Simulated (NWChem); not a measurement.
The numbers come from NWChem runs, not from measurements. System: CH₃NO, charge 0, spin multiplicity 3, displaced from the optimised geometry. The structure started from a generated list of species. Its SCF solution wasn't tested for a lower state. Level: UBP86/def2-SVP.

Output (cleaned and shortened):

```
             Northwest Computational Chemistry Package (NWChem) 7.3.0
             --------------------------------------------------------

                                NWChem Input Module
                                -------------------

 Scaling coordinates for geometry "geometry" by  1.889725989
 (inverse scale =  0.529177249)

                             Geometry "geometry" -> ""
                             -------------------------

 Output coordinates in angstroms (scale by  1.889725989 to convert to a.u.)

  No.       Tag          Charge          X              Y              Z
 ---- ---------------- ---------- -------------- -------------- --------------
    1 N                    7.0000    -1.12144500     0.09663400     0.22968600
    2 C                    6.0000     0.26078400     0.43273600     0.02466800
    3 O                    8.0000     1.12143200    -0.60529800    -0.09734500
    4 H                    1.0000    -1.51879900    -0.57030600    -0.47367200
    5 H                    1.0000    -1.71419600     0.94540600     0.28231700
    6 H                    1.0000     0.54694600     1.19443300    -0.78569800

 Effective nuclear repulsion energy (a.u.)      67.0035326570

            Nuclear Dipole moment (a.u.)
            ----------------------------
        X                 Y               Z
 ---------------- ---------------- ----------------
    -0.0000075589     0.0000056692    -0.0000056692


 Summary of "ao basis" -> "" (spherical)
 ------------------------------------------------------------------------------
       Tag                 Description            Shells   Functions and Types
 ---------------- ------------------------------  ------  ---------------------
 *                          def2-svp                  on all atoms

 Summary of "cd basis" -> "" (spherical)
 ------------------------------------------------------------------------------
       Tag                 Description            Shells   Functions and Types
 ---------------- ------------------------------  ------  ---------------------
 *                  weigend_coulomb_fitting           on all atoms

  perdew86 is a nonlocal functional; adding perdew81 local functional.

                                 NWChem DFT Module
                                 -----------------

 Summary of "ao basis" -> "ao basis" (spherical)
 ------------------------------------------------------------------------------
[...]
     2   1 1 0      0.033276     10.532943      9.544822    -20.044489
     2   1 0 1      0.531579      5.518740      5.126301    -10.113462
     2   0 2 0    -12.498264    -20.722061    -15.937048     24.160845
     2   0 1 1     -0.171830     -0.727703     -0.477511      1.033384
     2   0 0 2    -14.021788    -10.734641     -8.180000      4.892853

            General Information
            -------------------
          SCF calculation type: DFT
          Wavefunction type:  spin polarized.
          No. of atoms     :     6
          No. of electrons :    24
           Alpha electrons :    13
            Beta electrons :    11
          Charge           :     0
          Spin multiplicity:     3
          Use of symmetry is: off; symmetry adaption is: off
          Maximum number of iterations: 100
          AO basis - number of functions:    57
                     number of shells:    27
          A Charge density fitting basis will be used.
          CD basis - number of functions:   180
                     number of shells:    60
          Convergence on energy requested:  1.00D-06
          Convergence on density requested:  1.00D-05
          Convergence on gradient requested:  5.00D-04

              XC Information
              --------------
                    Becke 1988 Exchange Functional  1.000
                Perdew 1981 Correlation Functional  1.000 local
                Perdew 1986 Correlation Functional  1.000 non-local

             Grid Information
             ----------------
          Grid used for XC integration:  medium
          Radial quadrature: Mura-Knowles
          Angular quadrature: Lebedev.
          Tag              B.-S. Rad. Rad. Pts. Rad. Cut. Ang. Pts.
          ---              ---------- --------- --------- ---------
          N                   0.65       49           7.0       434
          C                   0.70       49           7.0       434
          O                   0.60       49           9.0       434
          H                   0.35       45           8.0       434
          Grid pruning is: on
          Number of quadrature shells:   282
          Spatial weights used:  Erf1

          Convergence Information
          -----------------------
          Convergence aids based upon iterative change in
          total energy or number of iterations.
          Levelshifting, if invoked, occurs when the
          HOMO/LUMO gap drops below (HL_TOL):  1.00D-02
          DIIS, if invoked, will attempt to extrapolate
          using up to (NFOCK): 10 stored Fock matrices.

                    Damping( 0%)  Levelshifting(0.5)       DIIS
                  --------------- ------------------- ---------------
          dE  on:    start            ASAP                start
          dE off:    2 iters        100 iters           100 iters

      Screening Tolerance Information
      -------------------------------
          Density screening/tol_rho:  1.00D-10
          AO Gaussian exp screening on grid/accAOfunc:  14
          CD Gaussian exp screening on grid/accCDfunc:  20
          XC Gaussian exp screening on grid/accXCfunc:  20
          Schwarz screening/accCoul:  1.00D-08

  int_init: cando_txs set to always be  F
  intd_init: cando_txs set to always be  F

                            NWChem DFT Gradient Module
                            --------------------------

  charge          =   0.00
  wavefunction    = open shell

                         DFT ENERGY GRADIENTS

    atom               coordinates                        gradient
                 x          y          z           x          y          z
   1 N      -2.119224   0.182612   0.434044   -0.002466  -0.007991   0.005384
   2 C       0.492810   0.817752   0.046616   -0.010759   0.025557  -0.002746
   3 O       2.119199  -1.143847  -0.183955    0.015082  -0.023782   0.000212
   4 H      -2.870114  -1.077722  -0.895110   -0.001744  -0.004773  -0.003581
   5 H      -3.239361   1.786558   0.533502   -0.004978   0.006216   0.002681
   6 H       1.033578   2.257151  -1.484754    0.004864   0.004773  -0.001950

                 ----------------------------------------
                 |  Time  |  1-e(secs)   |  2-e(secs)   |
                 ----------------------------------------
                 |  CPU   |       0.00   |       0.00   |
                 ----------------------------------------
                 |  WALL  |       0.00   |       0.00   |
                 ----------------------------------------

 Task  times  cpu:       21.3s     wall:       21.3s

 Total times  cpu:       21.3s     wall:       21.3s
```

Q: Write an NWChem input that would produce this output.

A: This is not unique; one that fits is 
```
start mol
memory heap 200 mb stack 800 mb global 1000 mb
geometry units angstroms nocenter noautoz noautosym
  N     -1.121445     0.096634     0.229686
  C      0.260784     0.432736     0.024668
  O      1.121432    -0.605298    -0.097345
  H     -1.518799    -0.570306    -0.473672
  H     -1.714196     0.945406     0.282317
  H      0.546946     1.194433    -0.785698
end
basis spherical
  * library def2-svp
end
basis "cd basis" spherical
  * library weigend_coulomb_fitting
end
dft
  xc becke88 perdew86
  odft
  mult 3
  semidirect memsize 60000000 filesize 0
  iterations 100
end
task dft gradient
```
